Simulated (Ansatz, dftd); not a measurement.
Species: NH3, charge 0, singlet. NH3 (azane, SMILES N).
B3LYP-D3(BJ)/def2-TZVP minimum from Ansatz (an electronic-structure program):
```xyz
4

N      0.0022    -0.0038     0.1116
H     -0.0020     0.9512    -0.2281
H      0.8095    -0.4644    -0.2929
H     -0.8232    -0.4600    -0.2599
```

Wanted: atomisation energy (electronic, to ground-state atoms), in kJ/mol. Radicals and triplets start from unrestricted determinants; spin-orbit coupling is neglected. Cores are frozen in correlated methods. Rows without X2C or -DK are non-relativistic. CBS(X,Y): correlation extrapolated as X^-3, Hartree-Fock from the larger set (Q,5: extrapolated as (X+1)exp(-9√X)). A bracket is a step between two methods taken in the basis named. The functionals are non-relativistic, so their misses hold any scalar relativity. Double hybrids freeze cores in their MP2 part. 'core' is core correlation in cc-pwCVTZ, 'X2C' scalar relativity in cc-pVTZ-DK, both at CCSD(T). Where a partner has so few electrons that a lower coupled-cluster level is exact, that level stands in.

Compared with CCSD(T)/CBS(cc-pVQZ,cc-pV5Z) + [CCSDT(Q) - CCSD(T)]/cc-pVQZ + [CCSDTQ - CCSDT(Q)]/cc-pVDZ + core + X2C (Ansatz): 1246.9 kJ/mol.

Costs are rough ratios of core time, to one figure, on one kind of shared machine, summed over the single points of the molecules; atoms, geometries and frequencies are left out. The first row took roughly 0.6 core seconds; short runs hold start-up time.

```csv
level,program,cost relative to the first row,difference (kJ/mol)
B3LYP/def2-TZVPD,Ansatz,1,6.2
r2SCAN-D3(BJ)/def2-TZVPD,Ansatz + dftd3,1,-21.7
r2SCANh-D4/def2-TZVPD,Ansatz + dftd4,2,-30.0
B2GP-PLYP-D4/def2-TZVPD,Ansatz + dftd4,2,-27.1
"CCSD(T)/CBS(cc-pVTZ,cc-pVQZ) + core + X2C",Ansatz,40,-0.9
CCSDT(Q)/cc-pVTZ,Ansatz,60,-41.6
CCSDT(Q)/cc-pVQZ,Ansatz,900,-17.1
```

The dearest row costs roughly 900 times the first. Costs within a factor of two don't rank. The table holds for this case alone.
